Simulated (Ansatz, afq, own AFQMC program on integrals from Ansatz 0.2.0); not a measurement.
AlGeH2⁺, singlet: AFQMC among the cluster methods

```yaml
atoms:
  - { symbol: Ge, position_ang: [-0.0108, 0.0000, 0.6644] }
  - { symbol: Al, position_ang: [-0.0327, 0.0000, -1.7631] }
  - { symbol: H, position_ang: [0.8273, -1.0534, -0.3408] }
  - { symbol: H, position_ang: [0.8273, 1.0534, -0.3408] }
```

Connectivity, by distances: Ge–Al, 2 bridging H.

Basis cc-pVDZ. Only valence electrons are correlated. Ansatz 0.2.0 and our own AFQMC program on the same integrals; the CISD trial comes from CCSD amplitudes, and released means the phaseless constraint is let go. Uncertainties: one standard error, sampling alone. No spin–orbit coupling.

Determinant: RHF, the one that the program's search chose, which needn't be the lowest solution. The geometry is a PBE0/def2-TZVP stationary point of this or a neighbouring charge and spin state.

No full CI on the walks' own integrals is used here; CCSDT(Q) serves as the reference and is uncertain by about the last step of the cluster series.

Cautions: no relativity below Rb; no spin-orbit coupling; inner d shell frozen; restricted determinant unstable towards unrestricted (UHF 116 meV lower, ⟨S²⟩ 0.46); raised T1 diagnostic (T1 0.026, weight of the determinant 0.85, largest double 0.12); the released energies are still falling, so no released level is given (meV from the phaseless value at times in 1/Eh: -14 ± 14 at 0.24, -20 ± 12 at 0.51, -28 ± 12 at 0.99, -34 ± 11 at 1.62, -42 ± 13 at 2.40), though the last usable value meets CCSDT(Q) within the noise.

```
T1 diagnostic                               : 0.0255
weight of the determinant in the CISD state : 0.851
size of the correlated space                : 8 electrons in 36 orbitals
```

Reference: CCSDT(Q), correlation energy -4.850 eV.

```json
{"level": "HF", "E − E(reference) (kJ/mol)": "468.0", "share of correlation (%)": "0.00"}
{"level": "MP2", "E − E(reference) (kJ/mol)": "113.1", "share of correlation (%)": "75.83"}
{"level": "CCSD", "E − E(reference) (kJ/mol)": "23.0", "share of correlation (%)": "95.09"}
{"level": "CCSD(T)", "E − E(reference) (kJ/mol)": "4.7", "share of correlation (%)": "99.00"}
{"level": "CCSDT", "E − E(reference) (kJ/mol)": "1.3", "share of correlation (%)": "99.73"}
{"level": "ph-AFQMC/CISD", "E − E(reference) (kJ/mol)": "3.1 ± 1.1", "share of correlation (%)": "99.34"}
```

A walk keeps the symmetry of its determinant, which the program's search chose and which needn't be the lowest solution, so a lower state of the same spin and another symmetry isn't excluded.
